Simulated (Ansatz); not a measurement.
Cartesian coordinates in Å:
```
C 0.975 -0.493 1.605
C -0.115 -0.353 0.856
C -0.118 0.179 -0.499
C -1.239 0.304 -1.219
O 1.111 0.530 -0.950
H 1.952 -0.208 1.233
H 0.915 -0.896 2.608
H -1.088 -0.641 1.238
H -2.188 0.005 -0.799
H -1.234 0.701 -2.227
H 1.029 0.871 -1.845
```

Total charge 0; spin multiplicity 1.

(1) List the ωB97M-V/def2-TZVPP orbital energies in eV (Ansatz). (Estimate.)

Results:

(1) Ansatz gave: Occupied: -526.90, -283.30, -281.65, -281.39, -281.07, -32.57, -25.19, -23.37, -20.24, -18.72, -16.44, -15.99, -15.02, -14.22, -13.43, -12.96, -12.51, -10.68, -8.63. Lowest empty: 1.33, 2.53, 3.60, 4.11, 4.40, 4.67, 4.89, 5.64.
